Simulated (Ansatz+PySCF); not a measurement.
The numbers below are computed, except where a source is named.
Input for PySCF 2.14.0:

```python
from pyscf import gto, scf, mp

mol = gto.M(atom="""
H 0.000000 0.000000 -1.310910
Cl 0.000000 0.000000 0.077110
""", basis='def2-svp', charge=0, spin=0)
mf = scf.RHF(mol)
mf.kernel()
pt = mp.MP2(mf, frozen=5).run()
print(mf.e_tot, pt.e_corr, pt.e_tot)
```

The script is written out from the run's settings.

The run gave:

* Converged: yes
* Reference energy: -459.93091 hartree
* Correlation energy: -0.14563 hartree
* Total energy: -460.07654 hartree
